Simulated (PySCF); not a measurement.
```yaml
atoms:
  - { symbol: S, position_ang: [0.0000, 0.0000, 0.0791] }
  - { symbol: H, position_ang: [0.0000, 0.0000, -1.2653] }
```

Basis set: cc-pVTZ on H; cc-pV(T+d)Z on S (spherical functions). Correlated methods keep 5 orbitals frozen. Charge -1, multiplicity 1.

Starred EOM-CCSD(T)(a) on the restricted Hartree–Fock determinant with PySCF 2.14.0; the energies are vertical.

Question: The solver was asked for the few lowest roots only. Give the ionization energies of singlet SH(-) among them whose weight of singles is over 0.7.

Answer:

```json
{"root": "1", "energy (eV)": "1.79", "weight of singles": "0.96"}
{"root": "2", "energy (eV)": "1.79", "weight of singles": "0.96"}
{"root": "3", "energy (eV)": "5.76", "weight of singles": "0.95"}
```

Higher main lines weren't sought. Caution: no diffuse functions for an anion.
